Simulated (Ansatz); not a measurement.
The input, for Ansatz 0.2.0:

```yaml
crystal:
  periodic: [false, false, false]
  atoms:
    - {symbol: Ge, position_ang: [0.000000, 0.000907, 0.535572]}
    - {symbol: Al, position_ang: [0.000000, 0.001005, -1.402428]}
    - {symbol: H, position_ang: [0.000000, 1.409033, 1.160506]}
    - {symbol: H, position_ang: [1.232737, -0.738743, 1.096643]}
    - {symbol: H, position_ang: [-1.232737, -0.738743, 1.096643]}
    - {symbol: H, position_ang: [0.000000, 1.358155, -2.226457]}
    - {symbol: H, position_ang: [0.000000, -1.381934, -2.183186]}
basis:
  gaussian: {orbitals: cc-pVDZ}
magnetization: {spin_polarized: false}
correlation: {method: ccsdt_q, electrons: outside_noble_gas}
```

```sh
$ ansatz run in.yaml --threads 1 --pin off --events-out ev --progress --plain --max-ram 2393MiB
```

(1) Roughly how long does this take on 1 thread of AMD EPYC 9R45, shared host, and how much host memory?

```
1390 factors; integrals over basis functions are off by at most 1.9e-7 eV
mean field evaluation 1: about -63130.5998 eV, gradient 1.1e1 eV
mean field evaluation 2: about -63130.6031 eV, gradient 1.1e1 eV
mean field evaluation 4: about -63131.3809 eV, gradient 5.1e-1 eV
mean field evaluation 8: about -63131.3819 eV, gradient 1.5e-4 eV
mean field evaluation 16: about -63131.3819 eV, gradient 1.6e-6 eV
mean field -63131.38189461 eV, -2320.0354926393 hartree, gradient 1.6e-6 eV, S^2 0.000000; 0 other end points of the search recorded, 0 dependent functions left out
19 core orbitals not correlated: weight in the atoms' cores, before any rotation towards them, 0.999 or more for the frozen orbitals, at most 0.000 for the correlated occupied ones
reference -63131.38189461 eV, -2320.0354926393 hartree; 6, 6 occupied and 45, 45 virtual orbitals, 1390 factors
second order -4.72941540 eV of doubles, -0.00000000 eV of singles
cycle   1  -5.59775186 eV  change   -8.7e-1 eV  update   7.9e-2
cycle   2  -6.03659088 eV  change   -4.4e-1 eV  update   3.2e-2
cycle   3  -6.08177524 eV  change   -4.5e-2 eV  update   1.2e-2
cycle   4  -6.08390197 eV  change   -2.1e-3 eV  update   4.7e-3
cycle   5  -6.08361364 eV  change    2.9e-4 eV  update   1.5e-3
cycle   6  -6.08269098 eV  change    9.2e-4 eV  update   5.6e-4
cycle   7  -6.08252678 eV  change    1.6e-4 eV  update   2.0e-4
cycle   8  -6.08270113 eV  change   -1.7e-4 eV  update   7.3e-5
cycle   9  -6.08273296 eV  change   -3.2e-5 eV  update   2.3e-5
cycle  10  -6.08270966 eV  change    2.3e-5 eV  update   8.0e-6
cycle  11  -6.08270823 eV  change    1.4e-6 eV  update   3.1e-6
cycle  12  -6.08270863 eV  change   -3.9e-7 eV  update   1.1e-6
cycle  13  -6.08270998 eV  change   -1.4e-6 eV  update   4.4e-7
cycle  14  -6.08271052 eV  change   -5.4e-7 eV  update   1.6e-7
perturbative correction -0.00484805 eV, -0.0001781625 hartree
Total energy: -63137.46945318 eV, -2320.2592062903 hartree
```

Answers

(1) 8 s wall and 0.38 GiB.
